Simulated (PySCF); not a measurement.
# Potential energy of MgS⁻ along the bond

Set-up: basis Mg aug-cc-pVDZ, S aug-cc-pV(D+d)Z; no relativity; PySCF 2.14. Energies in eV from Mg + S⁻ in their ground configurations at the same level. State: ²Σ⁺ (doublet), unpaired electrons σ ↑.

```json
{"R (Å)": "1.925", "PBE": "-1.386"}
{"R (Å)": "2.015", "PBE": "-1.863"}
{"R (Å)": "2.105", "PBE": "-2.134"}
{"R (Å)": "2.172", "PBE": "-2.237"}
{"R (Å)": "2.239", "PBE": "-2.275"}
{"R (Å)": "2.306", "PBE": "-2.263"}
{"R (Å)": "2.396", "PBE": "-2.190"}
{"R (Å)": "2.508", "PBE": "-2.038"}
{"R (Å)": "2.642", "PBE": "-1.810"}
{"R (Å)": "2.821", "PBE": "-1.488"}
```

Q: Put a parabola through the three lowest points of the PBE curve and estimate Re, k and ωe (reduced mass 13.7 u; 1 eV/Å² = 0.16022 mdyn/Å; ωe = 1302.8·√(k/μ) cm⁻¹).

A: Through R = 2.172, 2.239, 2.306 Å the second-order coefficient is 5.57 eV/Å², so Re ≈ 2.256 Å, k ≈ 1.78 mdyn/Å and ωe ≈ 470 cm⁻¹. A polynomial fit of higher order to the unrounded PBE energies gives Re = 2.254 Å, k = 1.67 mdyn/Å, ωe = 454 cm⁻¹; anharmonicity and rounding make the difference.

The higher-order fit for each curve: PBE: Re = 2.254 Å, ωe = 454 cm⁻¹, De = 2.28 eV.

For an ion De counts to the pair picked by the measured ionisation energies or electron affinities, which need not be the lowest pair at this level. The highest Kohn–Sham level is positive in this anion. Much of that is self-interaction error, but it also means that the finite basis helps to hold the extra electron. The state is the lowest determinant that a PBE0 search found; another state may lie lower at other levels.
